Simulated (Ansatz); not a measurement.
# Nudged elastic band run: C2H7B

Input:

```yaml
crystal:
  periodic: [false, false, false]
  atoms:
    - { symbol: C, position_ang: [-0.946958, 0.838258, -0.58125] }
    - { symbol: B, position_ang: [0.098406, -0.317144, -0.434111] }
    - { symbol: C, position_ang: [0.902256, -0.645538, 0.868075] }
    - { symbol: H, position_ang: [-1.917037, 0.419001, -0.887741] }
    - { symbol: H, position_ang: [-0.658928, 1.497272, -1.413595] }
    - { symbol: H, position_ang: [-1.100099, 1.451515, 0.312767] }
    - { symbol: H, position_ang: [0.302832, -1.008365, -1.40273] }
    - { symbol: H, position_ang: [0.74398, -1.696265, 1.15196] }
    - { symbol: H, position_ang: [0.678431, -0.011357, 1.732122] }
    - { symbol: H, position_ang: [1.980317, -0.578578, 0.657404] }
magnetization:
  spin_polarized: true
basis:
  gaussian: { orbitals: "6-31G*" }
hamiltonian:
  xc: pbe0
  dispersion: d4
neb:
  order_check: false
  images: 5
  f_tol: 0.05
  max_iterations: 60
  final_atoms:
    - { symbol: C, position_ang: [-0.88369568, 0.87450165, -0.60503847] }
    - { symbol: B, position_ang: [0.10871517, -0.32655331, -0.45664122] }
    - { symbol: C, position_ang: [0.84225818, -0.69095597, 0.87682934] }
    - { symbol: H, position_ang: [-1.89730659, 0.43661644, -0.6184986] }
    - { symbol: H, position_ang: [-0.78822953, 1.3994185, -1.56323668] }
    - { symbol: H, position_ang: [-0.85987622, 1.60017702, 0.21530344] }
    - { symbol: H, position_ang: [0.31814281, -1.01396555, -1.42637178] }
    - { symbol: H, position_ang: [0.8984293, -1.77136351, 1.05508724] }
    - { symbol: H, position_ang: [0.45475894, -0.19165794, 1.77140976] }
    - { symbol: H, position_ang: [1.89000363, -0.36741833, 0.75405798] }
  initial_path:
    images:
      - { positions_ang: [[-0.946958, 0.838258, -0.58125], [0.098406, -0.317144, -0.434111], [0.902256, -0.645538, 0.868075], [-1.917037, 0.419001, -0.887741], [-0.658928, 1.497272, -1.413595], [-1.100099, 1.451515, 0.312767], [0.302832, -1.008365, -1.40273], [0.74398, -1.696265, 1.15196], [0.678431, -0.011357, 1.732122], [1.980317, -0.578578, 0.657404]] }
      - { positions_ang: [[-0.93220233, 0.88354874, -0.57471306], [0.06660838, -0.29468717, -0.46150769], [0.85862937, -0.63813976, 0.8431185], [-1.75601185, 0.1557138, -0.81441838], [-0.63493412, 1.56792845, -1.40174664], [-1.05076164, 1.49035056, 0.3425117], [0.25298358, -0.98012639, -1.42631011], [0.67644506, -1.67375737, 1.14471278], [0.65045608, 0.03077038, 1.70770713], [1.95198747, -0.59280223, 0.64354677]] }
      - { positions_ang: [[-0.91744667, 0.92883948, -0.56817611], [0.03481077, -0.27223034, -0.48890438], [0.81500274, -0.63074151, 0.818162], [-1.59498671, -0.10757339, -0.74109576], [-0.61094024, 1.63858489, -1.38989829], [-1.00142429, 1.52918611, 0.3722564], [0.20313516, -0.95188778, -1.44989023], [0.60891013, -1.65124975, 1.13746557], [0.62248116, 0.07289775, 1.68329225], [1.92365794, -0.60702646, 0.62968954]] }
      - { positions_ang: [[-0.902691, 0.97413022, -0.56163917], [0.00301315, -0.24977351, -0.51630106], [0.77137611, -0.62334327, 0.7932055], [-1.43396156, -0.37086059, -0.66777314], [-0.58694636, 1.70924134, -1.37804993], [-0.95208693, 1.56802167, 0.40200109], [0.15328674, -0.92364917, -1.47347034], [0.54137519, -1.62874212, 1.13021835], [0.59450624, 0.11502513, 1.65887738], [1.89532842, -0.6212507, 0.61583231]] }
      - { positions_ang: [[-0.89635923, 0.9409207, -0.5761056], [0.03824715, -0.27536678, -0.49641445], [0.79500347, -0.64588084, 0.82108012], [-1.5884099, -0.10170158, -0.6513483], [-0.65404075, 1.60596706, -1.43977885], [-0.92135003, 1.57874012, 0.33976854], [0.20823876, -0.95375463, -1.45777082], [0.66039323, -1.67628259, 1.10517465], [0.5479238, 0.01279744, 1.69638817], [1.89355349, -0.53663991, 0.66190753]] }
      - { positions_ang: [[-0.89002746, 0.90771118, -0.59057204], [0.07348116, -0.30096004, -0.47652783], [0.81863082, -0.66841841, 0.84895473], [-1.74285824, 0.16745743, -0.63492345], [-0.72113514, 1.50269278, -1.50150777], [-0.89061312, 1.58945857, 0.27753599], [0.26319078, -0.98386009, -1.4420713], [0.77941127, -1.72382305, 1.08013094], [0.50134137, -0.08943025, 1.73389897], [1.89177856, -0.45202912, 0.70798276]] }
      - { positions_ang: [[-0.88369568, 0.87450165, -0.60503847], [0.10871517, -0.32655331, -0.45664122], [0.84225818, -0.69095597, 0.87682934], [-1.89730659, 0.43661644, -0.6184986], [-0.78822953, 1.3994185, -1.56323668], [-0.85987622, 1.60017702, 0.21530344], [0.31814281, -1.01396555, -1.42637178], [0.8984293, -1.77136351, 1.05508724], [0.45475894, -0.19165794, 1.77140976], [1.89000363, -0.36741833, 0.75405798]] }
```

Command:

```bash
$ ansatz run input.yaml --threads 1 --pin off --max-ram 2048MiB --backend cpu --events-out ev --progress --plain --runs-dir out
```

Output, in part (warnings, iteration lines, the closing report on the highest movable image, with atoms numbered from 0):

```
NEB end point (image 0): max|allowed force component| = 1.272e-2 eV/Å (the criterion of neb.relax_end_points is 1.000e-2)
NEB end point (image 6): max|allowed force component| = 1.713e-2 eV/Å (the criterion of neb.relax_end_points is 1.000e-2)
WARN: NEB: the barrier is in doubt: the path turns back at the climbing image. Check it with more images (neb.images), a lower neb.f_tol or relaxed end points
NEB iter   1: max|band force component| = 3.413e0 eV/Å  barrier→ = 2.4947 eV  barrier← = 2.4968 eV  Δτ_max = 0.2000 Å  (172 SCF iters)
NEB iter   2: max|band force component| = 2.826e0 eV/Å  barrier→ = 1.0698 eV  barrier← = 1.0720 eV  Δτ_max = 0.2000 Å  (138 SCF iters)
NEB iter   3: max|band force component| = 1.782e0 eV/Å  barrier→ = 0.5389 eV  barrier← = 0.5410 eV  Δτ_max = 0.1947 Å  (138 SCF iters)
NEB iter   4: max|band force component| = 8.868e-1 eV/Å  barrier→ = 0.2185 eV  barrier← = 0.2207 eV  Δτ_max = 0.1998 Å  (129 SCF iters)
NEB iter   5: max|band force component| = 1.099e0 eV/Å  barrier→ = 0.0881 eV  barrier← = 0.0902 eV  Δτ_max = 0.0999 Å  (127 SCF iters)
NEB iter   6: max|band force component| = 2.076e-1 eV/Å  barrier→ = 0.0180 eV  barrier← = 0.0202 eV  CI = image 3  Δτ_max = 0.1493 Å  (121 SCF iters)
NEB iter   7: max|band force component| = 1.577e-1 eV/Å  barrier→ = 0.0210 eV  barrier← = 0.0231 eV  CI = image 3  Δτ_max = 0.1983 Å  (117 SCF iters)
NEB iter   8: max|band force component| = 5.513e-1 eV/Å  barrier→ = 0.0369 eV  barrier← = 0.0390 eV  CI = image 2  Δτ_max = 0.0946 Å  (124 SCF iters)
NEB iter   9: max|band force component| = 2.532e-1 eV/Å  barrier→ = 0.0190 eV  barrier← = 0.0212 eV  CI = image 2  Δτ_max = 0.0998 Å  (117 SCF iters)
NEB iter  10: max|band force component| = 1.461e-1 eV/Å  barrier→ = 0.0126 eV  barrier← = 0.0147 eV  CI = image 2  Δτ_max = 0.1756 Å  (117 SCF iters)
NEB iter  11: max|band force component| = 3.522e-1 eV/Å  barrier→ = 0.0088 eV  barrier← = 0.0110 eV  CI = image 3  Δτ_max = 0.0882 Å  (123 SCF iters)
NEB iter  12: max|band force component| = 2.732e-1 eV/Å  barrier→ = 0.0059 eV  barrier← = 0.0081 eV  CI = image 2  Δτ_max = 0.0885 Å  (119 SCF iters)
NEB iter  13: max|band force component| = 1.139e-1 eV/Å  barrier→ = 0.0041 eV  barrier← = 0.0062 eV  CI = image 2  Δτ_max = 0.0732 Å  (117 SCF iters)
NEB iter  14: max|band force component| = 8.310e-2 eV/Å  barrier→ = 0.0029 eV  barrier← = 0.0050 eV  CI = image 2  Δτ_max = 0.0778 Å  (119 SCF iters)
NEB iter  15: max|band force component| = 5.878e-2 eV/Å  barrier→ = 0.0039 eV  barrier← = 0.0061 eV  CI = image 2  Δτ_max = 0.0699 Å  (115 SCF iters)
NEB iter  16: max|band force component| = 8.587e-2 eV/Å  barrier→ = 0.0048 eV  barrier← = 0.0070 eV  CI = image 2  Δτ_max = 0.0350 Å  (106 SCF iters)
NEB iter  17: max|band force component| = 5.785e-2 eV/Å  barrier→ = 0.0038 eV  barrier← = 0.0060 eV  CI = image 2  Δτ_max = 0.0350 Å  (112 SCF iters)
NEB iter  18: max|band force component| = 3.466e-2 eV/Å  barrier→ = 0.0031 eV  barrier← = 0.0052 eV  CI = image 2  Δτ_max = 0.0399 Å  (110 SCF iters)
NEB iter  19: max|band force component| = 1.611e-1 eV/Å  barrier→ = 0.0021 eV  barrier← = 0.0042 eV  CI = image 2  Δτ_max = 0.0451 Å  (24 SCF iters)
NEB iter  20: max|band force component| = 2.651e-2 eV/Å  barrier→ = 0.0015 eV  barrier← = 0.0036 eV  CI = image 2  Δτ_max = 0.0000 Å  (233 SCF iters)
Total energy: -2860.72684056 eV, -105.1297723203 hartree
Atom 0 at    -0.937651     0.844627    -0.579037 Å, force    -0.011320     0.000570     0.011818 eV/Å
Atom 1 at     0.180332    -0.245421    -0.473806 Å, force     0.008570    -0.007028    -0.005443 eV/Å
Atom 2 at     0.900866    -0.648420     0.856579 Å, force    -0.005847    -0.004886     0.001067 eV/Å
Atom 3 at    -1.895937     0.308001    -0.683161 Å, force     0.001917     0.003918    -0.003813 eV/Å
Atom 4 at    -0.854999     1.449567    -1.490207 Å, force     0.006598    -0.001519    -0.004166 eV/Å
Atom 5 at    -1.026991     1.505673     0.289427 Å, force    -0.000102     0.000429    -0.001023 eV/Å
Atom 6 at     0.461753    -0.863936    -1.471827 Å, force    -0.004026     0.001234     0.001264 eV/Å
Atom 7 at     0.559070    -1.659852     1.130201 Å, force     0.003728     0.000462    -0.000264 eV/Å
Atom 8 at     0.712107     0.010958     1.709945 Å, force     0.000679     0.001584     0.003782 eV/Å
Atom 9 at     1.984650    -0.752398     0.714786 Å, force    -0.000197     0.005236    -0.003222 eV/Å
Dipole moment:    -0.041967     0.016999     0.073640 e Å
```

It converged. The band force fell under the threshold earlier too, but the program's further tests of the path sent the band on. The top lies less than 8 meV above the higher end, about what the thresholds resolve: that end is a shoulder or a very shallow well. A vibrational analysis at the climbing image gives no mode beyond 40i cm⁻¹: the surface is too flat there to confirm a saddle point.

Final band:

```csv
image,path coordinate (Å),energy (eV)
0,0.00,0.000
1,0.28,0.000
2,0.56,0.001
3,0.84,0.000
4,1.11,0.000
5,1.38,-0.001
6,1.65,-0.002
```

The run took 2.3 min on 1 thread of Intel(R) Xeon(R) 6975P-C (Granite Rapids), with other jobs on the host, peak memory 0.16 GiB.
